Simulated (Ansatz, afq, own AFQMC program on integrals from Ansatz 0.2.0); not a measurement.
**Where AFQMC and coupled cluster stand for ZrF⁺, quintet**

```xyz
2

Zr    0.0000    0.0000    0.0000
F     0.0000    0.0000    1.8888
```

Basis def2-SVP with its core potentials. Noble-gas cores (and the filled d shells of Ga–Kr and In–Xe) are frozen. Ansatz 0.2.0 and our own AFQMC program on the same integrals; the CISD trial comes from CCSD amplitudes, and released means the phaseless constraint is let go. ± is one standard error of the sampling. No spin–orbit coupling. The metal's outer-core s and p shells are frozen, which shifts wave-function levels against functionals.

Determinant: UHF, the one that the program's search chose, which needn't be the lowest solution. The geometry is a PBE0/def2-TZVP stationary point of this or a neighbouring charge and spin state.

No full CI on the walks' own integrals is used here; CCSDT(Q) serves as the reference and is uncertain by about the last step of the cluster series.

Cautions: no spin-orbit coupling; outer-core shells of the metal frozen; another spin lies lower (by 7.29 eV); the released energies have errors that jump between times, so the bars are unsure, so no released level is given (meV from the phaseless value at times in 1/Eh: 5 ± 14 at 0.60, 7 ± 18 at 1.20, -15 ± 3 at 2.00, -15 ± 7 at 3.00, -17 ± 7 at 4.20), though the last usable value meets CCSDT(Q) within the noise.

```
T1 diagnostic                               : 0.0142
weight of the determinant in the CISD state : 0.949
⟨S²⟩ of the determinant                     : 6.007
size of the correlated space                : 10 electrons in 40 orbitals
```

```
  level  correlation energy (eV)
    MP2                  -4.2245
   CCSD                  -4.6505
CCSD(T)                  -4.7037
```

(1) Estimate where phaseless AFQMC with the Hartree–Fock trial lies against CCSD(T) on the same integrals.

(1) 8.9 ± 1.7 kJ/mol above CCSD(T).

Reference: CCSDT(Q), correlation energy -4.730 eV.

```json
{"level": "CCSD(T)", "E − E(reference) (kJ/mol)": "2.6", "share of correlation (%)": "99.44"}
{"level": "CCSDT", "E − E(reference) (kJ/mol)": "0.5", "share of correlation (%)": "99.89"}
{"level": "ph-AFQMC/HF", "E − E(reference) (kJ/mol)": "11.5 ± 1.7", "share of correlation (%)": "97.48"}
{"level": "ph-AFQMC/CISD", "E − E(reference) (kJ/mol)": "2.7 ± 0.2", "share of correlation (%)": "99.42"}
```
